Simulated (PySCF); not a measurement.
B3LYP has the VWN-RPA correlation part, as in Gaussian. Delta-SCF ions had no search for a lower state. 

Cartesian coordinates (Å):
```xyz
3

O      0.0080     0.4007     0.0000
H      0.7529    -0.2155     0.0000
H     -0.7609    -0.1852     0.0000
```
Charge 0, multiplicity 1.

**Question.** Give the vertical ionisation energy (Delta-SCF), total energy, HOMO, HOMO–LUMO gap, dipole moment and LUMO at the level B3LYP-D3(BJ)/def2-TZVP // B3LYP-D3(BJ)/def2-SVP in PySCF.

**Answer.** 
The vertical ionisation energy (Delta-SCF) comes out as 12.69 eV, the total energy is -76.4635 Ha and the HOMO comes out as -8.61 eV. The HOMO–LUMO gap is 8.96 eV. The dipole moment is 2.10 D and the LUMO comes out as 0.34 eV.
